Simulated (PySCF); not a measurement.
Compound: C₂H₈B (charge -1).
Cartesian coordinates in Å at the PBE0-D3(BJ)/def2-SVP level; atoms count from 1:
```xyz
11
C2H8B angstrom
B     -1.3548    0.2224   -0.1251
C      0.0527   -0.4815    0.3499
C      1.2913    0.1059   -0.3194
H     -2.3387   -0.2963    0.4548
H     -1.3358    1.4512    0.1411
H     -1.5080    0.0919   -1.3663
H      0.1762   -0.3984    1.4506
H      0.0291   -1.5734    0.1477
H      1.2227    0.0094   -1.4181
H      2.2521   -0.3566   -0.0083
H      1.3680    1.1889   -0.1132
```

Lines to be assigned: B 1s: 187.35 eV; C 1s: 284.32 (area 1), 285.70 (area 1) eV.

Computed, not measured: PySCF 2.14.0, delta-SCF UKS SCAN, pcX-2 on the ionised atom, pcseg-1 elsewhere, spin-free X2C. Isolated species at its PBE0-D3(BJ)/def2-SVP geometry, gas phase. The geometry's basis has no diffuse functions, a weakness for an anion.

**Question.** Assign the C 1s lines to atoms.

**Answer.** 284.32 eV: C2 (sp3 carbon bound to boron); 285.70 eV: C3 (methyl carbon). Lowest listed C 1s: C2, bonded to C, 2 H and B. Highest, 1.38 eV above it: C3, bonded to C and 3 H. Summing the Pauling electronegativity differences to the bonded atoms, each weighted by its formal bond order, gives -1.21 for the lowest site and -1.05 for the highest.

Bonded neighbours of each site: B1: C and 3 H; C2: C, 2 H and B; C3: C and 3 H.

**Question.** Which photon energy gives electrons from C 1s of C3 a kinetic energy of 200 eV, and what is their de Broglie wavelength?

**Answer.** hν = 285.70 + 200 = 485.70 eV, recoil neglected; λ = 12.264 Å/√(E/eV) = 0.87 Å.

The species carries charge -1, so core ionisation leaves a neutral species. The basis sets have no added diffuse functions.
